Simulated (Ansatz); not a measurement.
**B2+ (doublet): wave-function methods side by side at distance B1–B2 = 5.909 Å, cc-pVTZ**

Aim: climb from Hartree-Fock through coupled cluster and multireference methods for B2+ (doublet) at one geometry and basis, and see what each rung misses.

Computed with Ansatz 0.2.0, Gaussian basis. Level: cc-pVTZ, core rule «outside noble gas», up to 2 orbitals frozen.

The runs, in order: UHF; CCSD(T) on ROHF; CCSD(T) on UHF; BCCD(T) on ROHF; CISD as a restricted active space (open shells left free, so some higher excitations enter); CCSDT(Q) on ROHF; CCSDT(Q) on UHF; CASSCF and MRCISD+Q, 3 electrons in 3 orbitals; CASSCF and NEVPT2, 3 electrons in 3 orbitals; CASSCF and MRCISD+Q, 5 electrons in 8 orbitals; CASSCF and NEVPT2, 5 electrons in 8 orbitals; Full CI.

16 further runs of the same task are left out: 13 that didn't finish, 3 set aside as unsound or not needed. Runs told in other sessions of the task aren't counted.

### Step 1. What is computed

The geometry derives from a PBE0/def2-TZVP stationary point (not a proven minimum). One bond is set to the value named and the two fragments are kept rigid.

2 atoms, charge 1, spin multiplicity 2.

Atoms are counted from 1 here; the program's logs count them from 0.

No contacts short enough for the rule that draws bonds.

### Step 2. UHF

File in.yaml:

```yaml
crystal:
  periodic: [false, false, false]
  atoms:
    - {symbol: B, position_ang: [0.000000, 0.000000, 0.000000]}
    - {symbol: B, position_ang: [0.000000, 0.000000, 5.909000]}
basis:
  gaussian: {orbitals: cc-pVTZ}
total_charge: 1
magnetization: {spin_polarized: true, initial_magnetization: 1}
hamiltonian: {xc: hf}
output: {orbitals: {seedname: orbitals}}
```

Started as:

```console
$ ansatz run in.yaml --threads 1 --pin off --events-out ev --progress --plain --max-ram 2393MiB
```

Further steps of the session: CCSD(T) on ROHF; CCSD(T) on UHF; BCCD(T) on ROHF; CISD as a restricted active space (open shells left free, so some higher excitations enter); CCSDT(Q) on ROHF; CCSDT(Q) on UHF; CASSCF and MRCISD+Q, 3 electrons in 3 orbitals; CASSCF and NEVPT2, 3 electrons in 3 orbitals; CASSCF and MRCISD+Q, 5 electrons in 8 orbitals; CASSCF and NEVPT2, 5 electrons in 8 orbitals; Full CI.

**Question.** What will the summary of the whole plan be? Wanted: FCI from the RHF energy; RMP2 from FCI; UMP2 from FCI; RCCSD from FCI; RCCSD(T) from FCI; UCCSD(T) from FCI; RCCSDT(Q) from FCI; UCCSDT(Q) from FCI; NEVPT2 pair from FCI.

**Answer**, as computed:

```
                         quantity                                                                      value
          FCI from the ROHF energy                                                                 -3.5885 eV
                    RMP2 from FCI                                                                +1269.0 meV
                    UMP2 from FCI                                                                +1307.1 meV
                   RCCSD from FCI                                                                 +114.4 meV
                RCCSD(T) from FCI                                                                  +25.3 meV
                UCCSD(T) from FCI                                                                  +43.8 meV
               RCCSDT(Q) from FCI                                                                   +0.3 meV
               UCCSDT(Q) from FCI                                                                   -0.7 meV
             NEVPT2 pair from FCI                                                                +1215.6 meV
          NEVPT2 valence from FCI                                                                 +305.3 meV
        MRCISD+Q valence from FCI                                                                  +30.6 meV
levels within 1 kcal/mol (43 meV)  RCCSD(T), BCCD(T), RCCSDT, UCCSDT, RCCSDT(Q), UCCSDT(Q), MRCISD+Q valence
                    T1 diagnostic                                                                      0.017
   effectively unpaired electrons                                                                       1.21
```

**Reading.** RCCSD(T) lands +25.3 meV from the yardstick (0.7 % of the correlation energy). The occupations show static correlation (1.21 effectively unpaired electrons where one determinant has 1). Of the multireference levels listed MRCISD+Q valence comes nearest in total energy (+30.6 meV), which doesn't show that its space is the better one. Coupled cluster took another determinant than the lowest Hartree-Fock one. These misses are within one basis, not against nature; the frozen cores of restricted and unrestricted runs differ, which can shift their rows.

Levels on UHF freeze UHF's core orbitals, full CI those of ROHF, so the U rows can settle a little off it for that reason alone.

With open shells the CI space here admits some higher excitations, so it is larger than plain CISD.
